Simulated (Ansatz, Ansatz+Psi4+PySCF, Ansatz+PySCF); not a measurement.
```xyz
7

C     0.0000   -0.1165   -1.0438
C     0.0000    0.2953    0.2889
O     0.0000   -0.7497    1.1625
H     0.0000   -0.3612    2.0490
H     0.0000   -1.1656   -1.3043
H     0.0000    0.6439   -1.8107
O     0.0000    1.4538    0.6584
```

Basis set: cc-pVTZ (spherical functions). Left uncorrelated: 4 orbitals. Correlation on ROHF uses semicanonical orbitals with singles. Charge 0, multiplicity 2.

Computed with Ansatz (development build ahead of 0.2.0); each method stands on the lowest determinant of its kind that the runs found.

Task: Give the atomization energy at this shape (free ground-state atoms in the same class of orbitals less the molecule, no zero-point energy) of doublet C₂H₃O₂ by ROHF-MP2, UHF-MP2.

Result:

```
  method  atomization energy
ROHF-MP2       2912.4 kJ/mol
 UHF-MP2       2901.6 kJ/mol
```
